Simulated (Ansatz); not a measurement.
Species: C3H3, charge 0, doublet. C3H3 (SMILES C#C[CH2], doublet).
B3LYP-D3(BJ)/def2-TZVP minimum from Ansatz (an electronic-structure program):
```xyz
6

C     -0.0011     0.0113     0.1144
C     -0.0126     0.1308     1.3291
C      0.0118    -0.1223    -1.2430
H     -0.0226     0.2347     2.3859
H      0.9454    -0.1572    -1.7878
H     -0.9114    -0.1960    -1.8016
```
Charge 0, spin multiplicity 2.

Hartree-Fock and CCSD correlation energies in hartree (Ansatz). Open shells are spin-unrestricted; no spin-orbit coupling. Cores are frozen in correlated methods. No relativity. The UHF reference of C3H3 (C#C[CH2], doublet) is spin-contaminated (<S^2> up to 0.21 over the pure value in the sets run).

| basis | X | E(HF) | E(corr, CCSD) |
|---|---|---|---|
| cc-pVTZ | 3 | -115.29335 | -0.46229 |
| cc-pVQZ | 4 | -115.30065 | -0.48537 |
| cc-pV5Z | 5 | -115.30232 | withheld |

Task: Fit E(corr) = E∞ + A/X³ to X = 3 and 4, predict X = 5, and compare with the run.

Result: A = (-0.46229 - (-0.48537))/(1/27 - 1/64) = 1.0779; E∞ = -0.48537 - A/64 = -0.50221; at X = 5, E∞ + A/125 = -0.49359. The run gave -0.49257, 1.02 mEh above the prediction. The same form on X = 4 and 5 gives E∞ = -0.50012, 2.09 mEh above the first estimate.
